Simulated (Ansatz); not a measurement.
Problem. Name a neutral molecule of Al, B, C and H with size of the dipole moment (ωB97M-V/def2-TZVPP) between 1.20 and 1.50 D and HOMO energy (B3LYP/def2-TZVPP) between -8.10 and -7.80 eV (Ansatz, PBE0-D4/def2-TZVP geometry).

Solution. `B[CH2][AlH2]` (1.24 D, -8.09 eV). Other molecules can fit too; these were computed, each in one conformer that needn't be the lowest.

B3LYP here is the variant with VWN-RPA as its local correlation; programs differ in this.
